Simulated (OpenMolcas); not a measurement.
SiH2F2 (SMILES F[SiH2]F): the dipole moment, rung by rung

SiH2F2: 5 atoms, total charge 0, spin state singlet. SMILES: `F[SiH2]F`. The coordinates come from a PBE0-D4/def2-TZVP relaxation.

Quantity: the dipole moment, in D. The values are calculated.

```json
{"level": "HF/aug-cc-pVDZ", "kind": "Hartree–Fock", "program": "OpenMolcas", "value (D)": "1.78", "CPU time": "8.7 s"}
{"level": "BLYP/aug-cc-pVDZ", "kind": "GGA", "program": "OpenMolcas", "value (D)": "1.48", "CPU time": "25 s"}
{"level": "PBE/aug-cc-pVDZ", "kind": "GGA", "program": "OpenMolcas", "value (D)": "1.46", "CPU time": "25 s"}
{"level": "revPBE/aug-cc-pVDZ", "kind": "GGA", "program": "OpenMolcas", "value (D)": "1.44", "CPU time": "26 s"}
{"level": "TPSS/aug-cc-pVDZ", "kind": "meta-GGA", "program": "OpenMolcas", "value (D)": "1.45", "CPU time": "42 s"}
{"level": "r2SCAN/aug-cc-pVDZ", "kind": "meta-GGA", "program": "OpenMolcas", "value (D)": "1.48", "CPU time": "34 s"}
{"level": "M06-2X/aug-cc-pVDZ", "kind": "hybrid meta-GGA", "program": "OpenMolcas", "value (D)": "1.61", "CPU time": "32 s"}
{"level": "PBE0/aug-cc-pVDZ", "kind": "global hybrid", "program": "OpenMolcas", "value (D)": "1.58", "CPU time": "26 s"}
```

The values span 1.44 to 1.78 D. Times are those of the runs behind each value, whatever else they computed, on shared processors of several kinds: orders of magnitude only.
